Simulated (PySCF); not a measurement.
Atomic charges by several schemes

Compound: C₂H₆S.
SMILES with atom numbers: `[CH3:1][CH2:2][SH:3]` (hydrogens: H4, H5, H6 on C1; H7, H8 on C2; H9 on S3)

Geometry (GFN2-xTB, Å), atoms numbered from 1 in this order:
```xyz
9
C2H6S angstrom
C     -0.793    0.531    0.101
C      0.098   -0.678   -0.109
S      1.716   -0.500    0.726
H     -1.764    0.359   -0.359
H     -0.349    1.419   -0.346
H     -0.939    0.715    1.163
H     -0.341   -1.572    0.332
H      0.288   -0.860   -1.167
H      2.097    0.589    0.062
```

Density: PBE0/pcSseg-1 (PySCF); schemes: Mulliken, IAO, Hirshfeld and ESP-fitted. The structure is a single GFN2-xTB conformer in the gas phase; no vibrational or solvent corrections.

Q: What partial charge does each atom carry?

A: In e:

```csv
atom,environment,Mulliken,IAO,Hirshfeld,ESP-fitted
C1,methyl carbon,-0.270,-0.420,-0.122,-0.196
C2,sp3 carbon bound to sulfur,-0.379,-0.323,-0.064,-0.009
S3,thiol sulfur,-0.148,-0.084,-0.072,-0.377
H4,methyl hydrogen,+0.118,+0.145,+0.044,+0.058
H5,methyl hydrogen,+0.113,+0.140,+0.040,+0.075
H6,methyl hydrogen,+0.126,+0.150,+0.039,+0.056
H7,methylene hydrogen,+0.159,+0.159,+0.048,+0.137
H8,methylene hydrogen,+0.155,+0.150,+0.041,+0.040
H9,S–H hydrogen,+0.127,+0.083,+0.047,+0.215
```

Mean size of the charges over all atoms: IAO 0.184 e, Mulliken 0.177 e, ESP-fitted 0.129 e, Hirshfeld 0.058 e. Each set sums to the total charge, 0, to within 0.001 e. The ESP scheme is a least-squares fit of atom-centred charges to the potential on four shells outside the van der Waals surface, with the total charge fixed. The IAO scheme counts the electrons in orthogonalised intrinsic atomic orbitals, a minimal basis polarised so that it spans the occupied orbitals exactly.

Lowest charge. The schemes don't all agree: Mulliken C2 (-0.379); IAO C1 (-0.420); Hirshfeld C1 (-0.122); ESP-fitted S3 (-0.377).

Highest charge. The schemes don't all agree: Mulliken H7 (+0.159); IAO H7 (+0.159); Hirshfeld H7 (+0.048); ESP-fitted H9 (+0.215).

Q: Sum the charges by element, for elements with more than one atom.

A: 
```
element  atoms  Mulliken     IAO  Hirshfeld  ESP-fitted
      C      2    -0.650  -0.743     -0.186      -0.204
      H      6    +0.798  +0.827     +0.259      +0.581
```

Q: How closely do the schemes follow one another over all atoms?

A: Correlation coefficient and root-mean-square difference: Mulliken with IAO 0.96, 0.061 e; IAO with Hirshfeld 0.95, 0.154 e; Mulliken with Hirshfeld 0.92, 0.140 e; Hirshfeld with ESP-fitted 0.81, 0.124 e; Mulliken with ESP-fitted 0.63, 0.159 e; IAO with ESP-fitted 0.58, 0.178 e.
